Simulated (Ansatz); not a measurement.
Run this with Ansatz 0.2.0, Python API and show what comes out.

`run_cas.py`
```python
"""Active-space calculation on CH3O(-)."""

import warnings

import ansatz

warnings.simplefilter("ignore", ansatz.DeckWarning)

geometry = (
    ansatz.Crystal.molecule()
    .atom("C", (0.03316, -0.0266, -0.0081))
    .atom("O", (1.02177, -0.82433, -0.25066))
    .atom("H", (-1.02276, -0.49108, -0.10185))
    .atom("H", (-0.04155, 0.90457, -0.69124))
    .atom("H", (0.00937, 0.43745, 1.05184))
)

setup = (
    geometry.calculation()
    .basis(gaussian="6-31G*")
    .charge(-1)
    .correlation(active_electrons=4, active_orbitals=4)
)
for method in ["sc_nevpt2"]:
    rep = (setup if method is None else setup.correlation(method)).run(threads=1, backend="cpu").report
    space = rep["configurations"]
    state = space["states"][0]
    print(method or "casscf", f"total {rep['free_energy_ev'] / 27.211386246:.6f} Ha, active-space state {state['energy']['hartree']:.6f} Ha, mean field {rep['reference_energy_ev'] / 27.211386246:.6f} Ha")
    print("  determinants", state["n_determinants"], " natural occupations", [round(n, 3) for n in space["natural_occupations"]])
print("effectively unpaired electrons, sum of min(n, 2 - n):", round(sum(min(n, 2 - n) for n in space["natural_occupations"]), 3))
```

```console
$ python run_cas.py
RunWarning: the results are in doubt because another end's mean lies 0.244 eV lower, and its corrected mean 0.248 eV higher
sc_nevpt2 total -114.698207 Ha, active-space state -114.420606 Ha, mean field -114.383318 Ha
  determinants 36  natural occupations [1.979, 1.976, 0.024, 0.021]
effectively unpaired electrons, sum of min(n, 2 - n): 0.089
```
(Warnings from the package without file and line.)

Total energies depend on the basis set; only differences at equal settings carry meaning. The geometry is a force-field or estimated start, not a minimum of this method, and the basis set is short of its limit. The active space starts as a window about the frontier orbitals and is then optimised, not chosen by chemistry. A lower CASSCF solution was found and passed over, so the printed active-space state isn't the lowest. Anions want diffuse functions, which this basis lacks. The script silences the warnings on its input, which a real study should read. Hardware and time: 1.3 s on 1 thread of Arm Neoverse V2, on a shared host, peak memory 0.13 GiB.

(Lines on the test bed's own set-up are left out of the output.)
